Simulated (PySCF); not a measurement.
# SiH₄O: core binding energies at several levels of theory

How much do the core binding energies of SiH₄O (`O[SiH3]`) depend on the level of theory, and what does each level cost?

The runs use PySCF 2.14.0, with density-fitted response routines of our own; the level of theory stands in each step. All values are computed, except where a source is named. Atoms are numbered from 0 throughout.

## Step 1: Starting geometry

6 atoms, charge 0, multiplicity 1; geometry from: PBE0-D3(BJ)/def2-SVP.

Bonds of the start (Å): O0–Si1 1.67, O0–H2 0.96, Si1–H3 1.50, Si1–H4 1.50, Si1–H5 1.49.

## Step 2: Core holes by ΔSCF: SCAN, X2C

What the job is given:

```
{"job": {"kind": "xps"}, "charge": 0, "multiplicity": 1}
O      1.366451    -0.081325     0.520147
Si    -0.205299     0.132651     0.012406
H      2.047448    -0.059532    -0.157362
H     -0.642299    -0.947137    -0.928514
H     -0.394921     1.445709    -0.682470
H     -1.048795     0.093064     1.236899
```

With the program's defaults for keys left out, this is: delta-SCF UKS SCAN, pcX-2 on the ionised atom, pcseg-1 elsewhere, spin-free X2C.

Run with:

```console
$ OMP_NUM_THREADS=1 python probes_run.py task.json out
```

One launch serves the whole session: the jobs run in the order shown.

Log:

```text
ground state, core basis on atom 0 (O), 83 functions
  cycle   1  E = -367.62465116  |g| = 8.16e-01
  cycle   2  E = -367.20148091  |g| = 1.68e+00
  cycle   3  E = -367.73592084  |g| = 9.80e-02
  cycle   4  E = -367.73823683  |g| = 1.77e-02
  cycle   5  E = -367.73830422  |g| = 3.59e-03
  cycle   6  E = -367.73830573  |g| = 1.13e-03
  cycle   7  E = -367.73830667  |g| = 1.70e-04
  E(ground) = -367.76851285 Eh
hole in O 1s of atom 0
  cycle   1  E = -347.13060629  |g| = 2.22e+00
  cycle   2  E = -346.85319804  |g| = 2.09e+00
  cycle   3  E = -347.90941623  |g| = 3.24e-01
  cycle   4  E = -347.93489515  |g| = 3.33e-02
  cycle   5  E = -347.93528673  |g| = 1.16e-02
  cycle   6  E = -347.93534962  |g| = 2.13e-03
  cycle   7  E = -347.93535206  |g| = 8.69e-04
  cycle   8  E = -347.93535247  |g| = 1.89e-04
  E(ion) = -347.96667625 Eh   <S^2> = 0.7615   hole on atom = 1.000   binding energy = 538.835 eV
ground state, core basis on atom 1 (Si), 94 functions
  cycle   1  E = -367.80462280  |g| = 2.94e-01
  cycle   2  E = -367.80362383  |g| = 1.04e-01
  cycle   3  E = -367.80215127  |g| = 1.32e-01
  cycle   4  E = -367.80533851  |g| = 1.39e-02
  cycle   5  E = -367.80536665  |g| = 1.11e-03
  cycle   6  E = -367.80536819  |g| = 1.00e-04
  E(ground) = -367.79700969 Eh
hole in Si 1s of atom 1
  cycle   1  E = -298.86219232  |g| = 4.35e+00
  cycle   2  E = -299.19763066  |g| = 2.03e+00
  cycle   3  E = -299.66088070  |g| = 7.36e-01
  cycle   4  E = -299.82729605  |g| = 4.35e-01
  cycle   5  E = -299.89597946  |g| = 9.58e-02
  cycle   6  E = -299.90028781  |g| = 1.60e-02
  cycle   7  E = -299.90040764  |g| = 3.76e-03
  cycle   8  E = -299.90041349  |g| = 8.35e-04
  cycle   9  E = -299.90041381  |g| = 1.81e-04
  E(ion) = -299.90008352 Eh   <S^2> = 0.7523   hole on atom = 1.000   binding energy = 1847.569 eV
hole in Si 2p of atom 1
  cycle   1  E = -363.52267073  |g| = 1.23e+00
  cycle   2  E = -363.52676048  |g| = 9.88e-01
  cycle   3  E = -363.78562517  |g| = 3.21e-01
  cycle   4  E = -363.82147806  |g| = 1.30e-01
  cycle   5  E = -363.82755911  |g| = 2.45e-02
  cycle   6  E = -363.82786422  |g| = 3.54e-03
  cycle   7  E = -363.82786870  |g| = 9.89e-04
  cycle   8  E = -363.82786941  |g| = 1.57e-04
  E(ion) = -363.83056167 Eh   <S^2> = 0.7514   hole on atom = 1.003   binding energy = 107.933 eV
  2p3/2 = 107.694 eV   2p1/2 = 108.318 eV
```

Wall time 5 s (1 thread of Arm Neoverse V1, shared host); peak memory 0.3 GiB.

Binding energies by hole, beside the orbital energy of the ground state; the difference holds orbital relaxation and, for a density functional, its self-interaction error:

| hole | stands for | environment | ΔSCF (eV; 2p as the shell's mean) | −ε (eV) | ⟨S²⟩ |
| --- | --- | --- | --- | --- | --- |
| O1s on O0 | O0 | oxygen bonded to Si, H | 538.84 | 516.8 | 0.761 |
| Si1s on Si1 | Si1 | silicon bonded to O, 3 H | 1847.57 | 1793.8 | 0.752 |
| Si2p on Si1 | Si1 | silicon bonded to O, 3 H | 107.90 | 96.6 | 0.751 |

With the spin-orbit splitting: Si1 2p3/2 107.69, 2p1/2 108.32 eV. The table gives each 2p level as the mean over the whole 2p shell (two parts 2p3/2, one part 2p1/2), which differs a little from the single hole in the log.

## Step 3: X-ray photoelectron lines: B3LYP, X2C

Settings changed since step 2:

```diff
@@ -1,2 +1,2 @@
-{"job": {"kind": "xps"}, "charge": 0, "multiplicity": 1}
+{"job": {"kind": "xps", "xc": "B3LYP"}, "charge": 0, "multiplicity": 1}
 O      1.366451    -0.081325     0.520147
```

With the program's defaults for keys left out, this is: delta-SCF UKS B3LYP, pcX-2 on the ionised atom, pcseg-1 elsewhere, spin-free X2C.

Log:

```text
ground state, core basis on atom 0 (O), 83 functions
  cycle   1  E = -367.69266333  |g| = 7.84e-01
  cycle   2  E = -367.41987572  |g| = 1.43e+00
  cycle   3  E = -367.79680688  |g| = 6.47e-02
  cycle   4  E = -367.79781124  |g| = 1.26e-02
  cycle   5  E = -367.79784127  |g| = 1.85e-03
  cycle   6  E = -367.79784325  |g| = 2.68e-04
  E(ground) = -367.79778774 Eh
hole in O 1s of atom 0
  cycle   1  E = -347.20457051  |g| = 2.23e+00
  cycle   2  E = -346.99261646  |g| = 2.07e+00
  cycle   3  E = -347.98469730  |g| = 2.67e-01
  cycle   4  E = -348.00255351  |g| = 2.70e-02
  cycle   5  E = -348.00279221  |g| = 4.40e-03
  cycle   6  E = -348.00280031  |g| = 8.52e-04
  cycle   7  E = -348.00280076  |g| = 3.21e-04
  E(ion) = -348.00281754 Eh   <S^2> = 0.7566   hole on atom = 1.000   binding energy = 538.649 eV
ground state, core basis on atom 1 (Si), 94 functions
  cycle   1  E = -367.83867617  |g| = 1.69e-01
  cycle   2  E = -367.83872145  |g| = 5.24e-02
  cycle   3  E = -367.83872233  |g| = 4.38e-02
  cycle   4  E = -367.83902868  |g| = 1.22e-02
  cycle   5  E = -367.83905323  |g| = 5.46e-04
  cycle   6  E = -367.83905245  |g| = 3.33e-05
  E(ground) = -367.83910687 Eh
hole in Si 1s of atom 1
  cycle   1  E = -298.93326408  |g| = 4.38e+00
  cycle   2  E = -299.38496065  |g| = 1.94e+00
  cycle   3  E = -299.83888715  |g| = 6.07e-01
  cycle   4  E = -299.93740115  |g| = 3.70e-01
  cycle   5  E = -299.98764721  |g| = 6.86e-02
  cycle   6  E = -299.98990530  |g| = 5.99e-03
  cycle   7  E = -299.98992177  |g| = 9.77e-04
  cycle   8  E = -299.98992254  |g| = 1.61e-04
  E(ion) = -299.98997731 Eh   <S^2> = 0.7517   hole on atom = 1.000   binding energy = 1846.269 eV
hole in Si 2p of atom 1
  cycle   1  E = -363.56401911  |g| = 1.22e+00
  cycle   2  E = -363.63425306  |g| = 9.17e-01
  cycle   3  E = -363.85005093  |g| = 2.39e-01
  cycle   4  E = -363.86860413  |g| = 1.04e-01
  cycle   5  E = -363.87245923  |g| = 1.71e-02
  cycle   6  E = -363.87261039  |g| = 1.20e-03
  cycle   7  E = -363.87261116  |g| = 3.69e-04
  E(ion) = -363.87266834 Eh   <S^2> = 0.7517   hole on atom = 1.002   binding energy = 107.932 eV
  2p3/2 = 107.699 eV   2p1/2 = 108.319 eV
```

It took 4.4 s on 1 thread of Arm Neoverse V1, shared host; peak memory 0.33 GiB.

Binding energies by hole, beside the orbital energy of the ground state; the difference holds orbital relaxation and, for a density functional, its self-interaction error:

| hole | stands for | environment | ΔSCF (eV; 2p as the shell's mean) | −ε (eV) | ⟨S²⟩ |
| --- | --- | --- | --- | --- | --- |
| O1s on O0 | O0 | oxygen bonded to Si, H | 538.65 | 521.0 | 0.757 |
| Si1s on Si1 | Si1 | silicon bonded to O, 3 H | 1846.27 | 1803.4 | 0.752 |
| Si2p on Si1 | Si1 | silicon bonded to O, 3 H | 107.91 | 99.2 | 0.752 |

With the spin-orbit splitting: Si1 2p3/2 107.70, 2p1/2 108.32 eV. The table gives each 2p level as the mean over the whole 2p shell (two parts 2p3/2, one part 2p1/2), which differs a little from the single hole in the log.

## Step 4: Core holes by ΔSCF: PBE0, X2C

Settings changed since step 3:

```diff
@@ -1,2 +1,2 @@
-{"job": {"kind": "xps", "xc": "B3LYP"}, "charge": 0, "multiplicity": 1}
+{"job": {"kind": "xps", "xc": "PBE0"}, "charge": 0, "multiplicity": 1}
 O      1.366451    -0.081325     0.520147
```

Method: delta-SCF UKS PBE0, pcX-2 on the ionised atom, pcseg-1 elsewhere, spin-free X2C.

Log:

```text
ground state, core basis on atom 0 (O), 83 functions
  cycle   1  E = -367.47133059  |g| = 7.13e-01
  cycle   2  E = -367.30025917  |g| = 1.19e+00
  cycle   3  E = -367.55939629  |g| = 4.89e-02
  cycle   4  E = -367.55993261  |g| = 9.58e-03
  cycle   5  E = -367.55994726  |g| = 1.21e-03
  cycle   6  E = -367.55994931  |g| = 1.62e-04
  E(ground) = -367.55992645 Eh
hole in O 1s of atom 0
  cycle   1  E = -346.98301316  |g| = 2.23e+00
  cycle   2  E = -346.88035016  |g| = 1.96e+00
  cycle   3  E = -347.76933875  |g| = 2.45e-01
  cycle   4  E = -347.78455325  |g| = 2.40e-02
  cycle   5  E = -347.78474169  |g| = 3.79e-03
  cycle   6  E = -347.78474907  |g| = 9.50e-04
  cycle   7  E = -347.78475074  |g| = 3.15e-04
  E(ion) = -347.78479374 Eh   <S^2> = 0.7577   hole on atom = 1.000   binding energy = 538.109 eV
ground state, core basis on atom 1 (Si), 94 functions
  cycle   1  E = -367.59986718  |g| = 2.12e-01
  cycle   2  E = -367.59972528  |g| = 5.79e-02
  cycle   3  E = -367.59950061  |g| = 6.45e-02
  cycle   4  E = -367.60024335  |g| = 7.18e-03
  cycle   5  E = -367.60025066  |g| = 3.30e-04
  E(ground) = -367.60032458 Eh
hole in Si 1s of atom 1
  cycle   1  E = -298.72668645  |g| = 4.38e+00
  cycle   2  E = -299.27431167  |g| = 1.82e+00
  cycle   3  E = -299.67152583  |g| = 5.28e-01
  cycle   4  E = -299.74668927  |g| = 3.11e-01
  cycle   5  E = -299.78266135  |g| = 5.36e-02
  cycle   6  E = -299.78401629  |g| = 4.44e-03
  cycle   7  E = -299.78402499  |g| = 7.34e-04
  cycle   8  E = -299.78402520  |g| = 1.75e-04
  E(ion) = -299.78410415 Eh   <S^2> = 0.7518   hole on atom = 1.000   binding energy = 1845.373 eV
hole in Si 2p of atom 1
  cycle   1  E = -363.33914893  |g| = 1.22e+00
  cycle   2  E = -363.44873987  |g| = 8.44e-01
  cycle   3  E = -363.62981865  |g| = 2.11e-01
  cycle   4  E = -363.64444868  |g| = 8.97e-02
  cycle   5  E = -363.64735478  |g| = 1.44e-02
  cycle   6  E = -363.64745909  |g| = 1.11e-03
  cycle   7  E = -363.64746001  |g| = 4.09e-04
  E(ion) = -363.64753828 Eh   <S^2> = 0.7522   hole on atom = 1.002   binding energy = 107.561 eV
  2p3/2 = 107.328 eV   2p1/2 = 107.945 eV
```

Run time: 4.1 s. Hardware: 1 thread of Arm Neoverse V1, shared host; peak memory 0.33 GiB.

The holes in one table. −ε is the ground-state orbital energy:

| hole | stands for | environment | ΔSCF (eV; 2p as the shell's mean) | −ε (eV) | ⟨S²⟩ |
| --- | --- | --- | --- | --- | --- |
| O1s on O0 | O0 | oxygen bonded to Si, H | 538.11 | 523.1 | 0.758 |
| Si1s on Si1 | Si1 | silicon bonded to O, 3 H | 1845.37 | 1807.1 | 0.752 |
| Si2p on Si1 | Si1 | silicon bonded to O, 3 H | 107.53 | 99.9 | 0.752 |

With the spin-orbit splitting: Si1 2p3/2 107.33, 2p1/2 107.95 eV. The table gives each 2p level as the mean over the whole 2p shell (two parts 2p3/2, one part 2p1/2), which differs a little from the single hole in the log.

## Step 5: Core holes by ΔSCF: PBE, X2C

Settings changed since step 4:

```diff
@@ -1,2 +1,2 @@
-{"job": {"kind": "xps", "xc": "PBE0"}, "charge": 0, "multiplicity": 1}
+{"job": {"kind": "xps", "xc": "PBE"}, "charge": 0, "multiplicity": 1}
 O      1.366451    -0.081325     0.520147
```

Level: delta-SCF UKS PBE, pcX-2 on the ionised atom, pcseg-1 elsewhere, spin-free X2C.

Log:

```text
ground state, core basis on atom 0 (O), 83 functions
  cycle   1  E = -367.40568426  |g| = 8.47e-01
  cycle   2  E = -366.71196431  |g| = 2.01e+00
  cycle   3  E = -367.52624042  |g| = 1.15e-01
  cycle   4  E = -367.53015276  |g| = 3.25e-02
  cycle   5  E = -367.53046810  |g| = 5.43e-03
  cycle   6  E = -367.53047256  |g| = 9.16e-04
  cycle   7  E = -367.53047386  |g| = 2.13e-04
  E(ground) = -367.53044909 Eh
hole in O 1s of atom 0
  cycle   1  E = -346.96134981  |g| = 2.24e+00
  cycle   2  E = -346.40771656  |g| = 2.33e+00
  cycle   3  E = -347.72725240  |g| = 3.61e-01
  cycle   4  E = -347.76282447  |g| = 6.65e-02
  cycle   5  E = -347.76461832  |g| = 1.24e-02
  cycle   6  E = -347.76470432  |g| = 3.03e-03
  cycle   7  E = -347.76470866  |g| = 3.34e-04
  E(ion) = -347.76475733 Eh   <S^2> = 0.7562   hole on atom = 1.000   binding energy = 537.852 eV
ground state, core basis on atom 1 (Si), 94 functions
  cycle   1  E = -367.57100379  |g| = 2.70e-01
  cycle   2  E = -367.57074464  |g| = 6.89e-02
  cycle   3  E = -367.56979862  |g| = 9.43e-02
  cycle   4  E = -367.57134489  |g| = 2.07e-02
  cycle   5  E = -367.57141789  |g| = 1.44e-03
  cycle   6  E = -367.57141901  |g| = 8.75e-05
  E(ground) = -367.57150375 Eh
hole in Si 1s of atom 1
  cycle   1  E = -298.73200078  |g| = 4.41e+00
  cycle   2  E = -298.84934124  |g| = 2.27e+00
  cycle   3  E = -299.41419581  |g| = 9.27e-01
  cycle   4  E = -299.66039971  |g| = 5.94e-01
  cycle   5  E = -299.78632296  |g| = 1.50e-01
  cycle   6  E = -299.79796588  |g| = 2.03e-02
  cycle   7  E = -299.79818331  |g| = 3.76e-03
  cycle   8  E = -299.79818943  |g| = 7.79e-04
  cycle   9  E = -299.79818889  |g| = 5.00e-05
  E(ion) = -299.79828043 Eh   <S^2> = 0.7514   hole on atom = 1.000   binding energy = 1844.203 eV
hole in Si 2p of atom 1
  cycle   1  E = -363.32001732  |g| = 1.22e+00
  cycle   2  E = -363.22104788  |g| = 1.14e+00
  cycle   3  E = -363.56480767  |g| = 4.00e-01
  cycle   4  E = -363.62126529  |g| = 1.57e-01
  cycle   5  E = -363.63017157  |g| = 3.35e-02
  cycle   6  E = -363.63079215  |g| = 3.61e-03
  cycle   7  E = -363.63079659  |g| = 7.29e-04
  cycle   8  E = -363.63079797  |g| = 6.13e-05
  E(ion) = -363.63088811 Eh   <S^2> = 0.7514   hole on atom = 1.002   binding energy = 107.230 eV
  2p3/2 = 106.987 eV   2p1/2 = 107.612 eV
```

It took 3.1 s on 1 thread of Arm Neoverse V1, shared host; peak memory 0.33 GiB.

Binding energies by hole, beside the orbital energy of the ground state; the difference holds orbital relaxation and, for a density functional, its self-interaction error:

| hole | stands for | environment | ΔSCF (eV; 2p as the shell's mean) | −ε (eV) | ⟨S²⟩ |
| --- | --- | --- | --- | --- | --- |
| O1s on O0 | O0 | oxygen bonded to Si, H | 537.85 | 510.7 | 0.756 |
| Si1s on Si1 | Si1 | silicon bonded to O, 3 H | 1844.20 | 1783.9 | 0.751 |
| Si2p on Si1 | Si1 | silicon bonded to O, 3 H | 107.20 | 94.4 | 0.751 |

With the spin-orbit splitting: Si1 2p3/2 106.99, 2p1/2 107.61 eV. The table gives each 2p level as the mean over the whole 2p shell (two parts 2p3/2, one part 2p1/2), which differs a little from the single hole in the log.

## Step 6: X-ray photoelectron lines: HF, X2C

Settings changed since step 5:

```diff
@@ -1,2 +1,2 @@
-{"job": {"kind": "xps", "xc": "PBE"}, "charge": 0, "multiplicity": 1}
+{"job": {"kind": "xps", "xc": "HF"}, "charge": 0, "multiplicity": 1}
 O      1.366451    -0.081325     0.520147
```

With the program's defaults for keys left out, this is: delta-SCF UKS HF, pcX-2 on the ionised atom, pcseg-1 elsewhere, spin-free X2C.

Log:

```text
ground state, core basis on atom 0 (O), 83 functions
  cycle   1  E = -366.71147812  |g| = 5.08e-01
  cycle   2  E = -366.75091502  |g| = 3.16e-01
  cycle   3  E = -366.76722671  |g| = 3.93e-02
  cycle   4  E = -366.76771767  |g| = 6.88e-03
  cycle   5  E = -366.76773890  |g| = 1.09e-03
  cycle   6  E = -366.76773962  |g| = 2.65e-04
  E(ground) = -366.76773962 Eh
hole in O 1s of atom 0
  cycle   1  E = -346.19272193  |g| = 2.20e+00
  cycle   2  E = -346.72455801  |g| = 1.13e+00
  cycle   3  E = -346.98651304  |g| = 9.52e-02
  cycle   4  E = -346.98900407  |g| = 1.92e-02
  cycle   5  E = -346.98935330  |g| = 8.52e-03
  cycle   6  E = -346.98944543  |g| = 2.07e-03
  cycle   7  E = -346.98945115  |g| = 6.20e-04
  cycle   8  E = -346.98945169  |g| = 2.01e-04
  E(ion) = -346.98945169 Eh   <S^2> = 0.7679   hole on atom = 1.000   binding energy = 538.195 eV
ground state, core basis on atom 1 (Si), 94 functions
  cycle   1  E = -366.80833801  |g| = 7.98e-02
  cycle   2  E = -366.80866679  |g| = 2.18e-02
  cycle   3  E = -366.80873058  |g| = 9.99e-03
  cycle   4  E = -366.80874906  |g| = 8.40e-04
  cycle   5  E = -366.80874938  |g| = 2.45e-04
  E(ground) = -366.80874938 Eh
hole in Si 1s of atom 1
  cycle   1  E = -297.84553192  |g| = 4.31e+00
  cycle   2  E = -298.78617363  |g| = 9.89e-01
  cycle   3  E = -298.87229331  |g| = 9.53e-02
  cycle   4  E = -298.87433812  |g| = 4.10e-02
  cycle   5  E = -298.87495966  |g| = 6.65e-03
  cycle   6  E = -298.87500071  |g| = 2.79e-03
  cycle   7  E = -298.87501557  |g| = 1.47e-03
  cycle   8  E = -298.87502180  |g| = 4.97e-04
  E(ion) = -298.87502180 Eh   <S^2> = 0.7543   hole on atom = 1.000   binding energy = 1848.571 eV
hole in Si 2p of atom 1
  cycle   1  E = -362.56047997  |g| = 1.20e+00
  cycle   2  E = -362.83802473  |g| = 3.78e-01
  cycle   3  E = -362.86042470  |g| = 4.23e-02
  cycle   4  E = -362.86100362  |g| = 2.25e-02
  cycle   5  E = -362.86123698  |g| = 6.31e-03
  cycle   6  E = -362.86129619  |g| = 3.38e-03
  cycle   7  E = -362.86132220  |g| = 1.33e-03
  cycle   8  E = -362.86132670  |g| = 4.07e-04
  E(ion) = -362.86132670 Eh   <S^2> = 0.7577   hole on atom = 1.002   binding energy = 107.415 eV
  2p3/2 = 107.210 eV   2p1/2 = 107.804 eV
```

Wall time 2 s (1 thread of Arm Neoverse V1, shared host); peak memory 0.33 GiB.

Binding energies by hole, beside the orbital energy of the ground state; the difference holds orbital relaxation and, for a density functional, its self-interaction error:

| hole | stands for | environment | ΔSCF (eV; 2p as the shell's mean) | −ε (eV) | ⟨S²⟩ |
| --- | --- | --- | --- | --- | --- |
| O1s on O0 | O0 | oxygen bonded to Si, H | 538.19 | 559.9 | 0.768 |
| Si1s on Si1 | Si1 | silicon bonded to O, 3 H | 1848.57 | 1876.6 | 0.754 |
| Si2p on Si1 | Si1 | silicon bonded to O, 3 H | 107.41 | 115.6 | 0.758 |

With the spin-orbit splitting: Si1 2p3/2 107.21, 2p1/2 107.80 eV. The table gives each 2p level as the mean over the whole 2p shell (two parts 2p3/2, one part 2p1/2), which differs a little from the single hole in the log.

## Step 7: X-ray photoelectron lines: SCAN, X2C

Settings changed since step 6:

```diff
@@ -1,2 +1,2 @@
-{"job": {"kind": "xps", "xc": "HF"}, "charge": 0, "multiplicity": 1}
+{"job": {"kind": "xps", "basis": "pcX-1"}, "charge": 0, "multiplicity": 1}
 O      1.366451    -0.081325     0.520147
```

With the program's defaults for keys left out, this is: delta-SCF UKS SCAN, pcX-1 on the ionised atom, pcseg-1 elsewhere, spin-free X2C.

Log:

```text
ground state, core basis on atom 0 (O), 62 functions
  cycle   1  E = -367.58103187  |g| = 7.90e-01
  cycle   2  E = -367.21880003  |g| = 1.57e+00
  cycle   3  E = -367.68381607  |g| = 9.29e-02
  cycle   4  E = -367.68604477  |g| = 1.66e-02
  cycle   5  E = -367.68611593  |g| = 2.56e-03
  cycle   6  E = -367.68611616  |g| = 1.06e-03
  cycle   7  E = -367.68611590  |g| = 1.64e-04
  E(ground) = -367.71632256 Eh
hole in O 1s of atom 0
  cycle   1  E = -347.08993416  |g| = 2.21e+00
  cycle   2  E = -346.81841151  |g| = 2.05e+00
  cycle   3  E = -347.85087628  |g| = 3.34e-01
  cycle   4  E = -347.87941133  |g| = 3.39e-02
  cycle   5  E = -347.87982346  |g| = 1.01e-02
  cycle   6  E = -347.87986801  |g| = 2.12e-03
  cycle   7  E = -347.87987210  |g| = 7.87e-04
  cycle   8  E = -347.87987172  |g| = 1.65e-04
  E(ion) = -347.91202423 Eh   <S^2> = 0.7608   hole on atom = 1.000   binding energy = 538.902 eV
ground state, core basis on atom 1 (Si), 74 functions
  cycle   1  E = -367.78299698  |g| = 1.84e-01
  cycle   2  E = -367.78303207  |g| = 4.30e-02
  cycle   3  E = -367.78291511  |g| = 4.06e-02
  cycle   4  E = -367.78316509  |g| = 1.28e-02
  cycle   5  E = -367.78319230  |g| = 7.05e-04
  cycle   6  E = -367.78319325  |g| = 5.61e-05
  E(ground) = -367.77438491 Eh
hole in Si 1s of atom 1
  cycle   1  E = -298.83754302  |g| = 4.34e+00
  cycle   2  E = -299.20582995  |g| = 1.99e+00
  cycle   3  E = -299.65746977  |g| = 6.95e-01
  cycle   4  E = -299.80396690  |g| = 4.22e-01
  cycle   5  E = -299.86949128  |g| = 8.81e-02
  cycle   6  E = -299.87329786  |g| = 1.40e-02
  cycle   7  E = -299.87339681  |g| = 2.65e-03
  cycle   8  E = -299.87340114  |g| = 5.60e-04
  cycle   9  E = -299.87340133  |g| = 1.05e-04
  E(ion) = -299.87315281 Eh   <S^2> = 0.7522   hole on atom = 1.000   binding energy = 1847.687 eV
hole in Si 2p of atom 1
  cycle   1  E = -363.49449723  |g| = 1.22e+00
  cycle   2  E = -363.51343353  |g| = 9.58e-01
  cycle   3  E = -363.75971365  |g| = 2.99e-01
  cycle   4  E = -363.79062790  |g| = 1.25e-01
  cycle   5  E = -363.79632974  |g| = 2.25e-02
  cycle   6  E = -363.79660186  |g| = 2.41e-03
  cycle   7  E = -363.79660454  |g| = 6.16e-04
  cycle   8  E = -363.79660445  |g| = 1.46e-04
  E(ion) = -363.79907640 Eh   <S^2> = 0.7512   hole on atom = 1.003   binding energy = 108.174 eV
  2p3/2 = 107.926 eV   2p1/2 = 108.548 eV
```

Run time: 3.6 s. Hardware: 1 thread of Arm Neoverse V1, shared host; peak memory 0.33 GiB.

Binding energies by hole, beside the orbital energy of the ground state; the difference holds orbital relaxation and, for a density functional, its self-interaction error:

| hole | stands for | environment | ΔSCF (eV; 2p as the shell's mean) | −ε (eV) | ⟨S²⟩ |
| --- | --- | --- | --- | --- | --- |
| O1s on O0 | O0 | oxygen bonded to Si, H | 538.90 | 516.4 | 0.761 |
| Si1s on Si1 | Si1 | silicon bonded to O, 3 H | 1847.69 | 1793.9 | 0.752 |
| Si2p on Si1 | Si1 | silicon bonded to O, 3 H | 108.13 | 96.7 | 0.751 |

With the spin-orbit splitting: Si1 2p3/2 107.93, 2p1/2 108.55 eV. The table gives each 2p level as the mean over the whole 2p shell (two parts 2p3/2, one part 2p1/2), which differs a little from the single hole in the log.

(Part 1 of 2 ends here.)
